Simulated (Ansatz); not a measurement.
Geometry optimisation, RKS PBE0-D4/def2-SVPD in Ansatz.

Input:

```yaml
crystal:
  periodic: [false, false, false]
  atoms:
    - { symbol: B, position_ang: [0.0, 0.0, 0.0] }
    - { symbol: Cl, position_ang: [1.1911, 0.0, 1.6808] }
    - { symbol: H, position_ang: [1.3757, 0.0, -0.1988] }
    - { symbol: H, position_ang: [-1.0305, 0.0, -0.595] }
basis:
  gaussian: { orbitals: def2-SVPD }
hamiltonian:
  xc: pbe0
  dispersion: d4
relax:
  f_tol: 0.15
  max_steps: 25
  restrain:
    - { distance: [1, 2], at: 1.37, k: 30.0 }
    - { distance: [0, 1], at: 3.06, k: 30.0 }
    - { distance: [0, 2], at: 2.39, k: 30.0 }
```

Run as:

```bash
$ ansatz run input.yaml --threads 1 --pin off --max-ram 2048MiB --backend cpu --events-out ev --progress --plain --runs-dir out
```

Question: Where does it end, and by what steps?

Answer: It converged. The restraints hold the end off the free minimum; the threshold counts their pulls, which the force column leaves out. Restrained pairs: Cl2–H3 (1.89 → 1.34 Å), B1–Cl2 (2.06 → 3.06 Å), B1–H3 (1.39 → 2.38 Å). After 8 steps the energy has risen by 1.709 eV (the restraints' own energy left out); B1 moved furthest, 0.89 Å.

```csv
step,energy less start (eV),largest force component (eV/Å),accepted
0,0.0000,6.870,yes
1,2.5969,12.011,yes
2,4.3640,12.455,yes
3,3.2888,8.001,yes
4,1.9853,2.212,yes
5,1.7958,1.254,yes
6,1.7272,0.856,yes
7,1.7208,1.025,yes
8,1.7088,0.900,yes
```

```xyz
4
Properties=species:S:1:pos:R:3
B -0.285 0.000 -0.848
Cl 1.455 0.000 1.670
H 1.765 0.000 0.367
H -1.398 0.000 -0.302
```

Run time: 12 s on 1 thread of Arm Neoverse V1, on a shared host, peak memory 0.11 GiB.
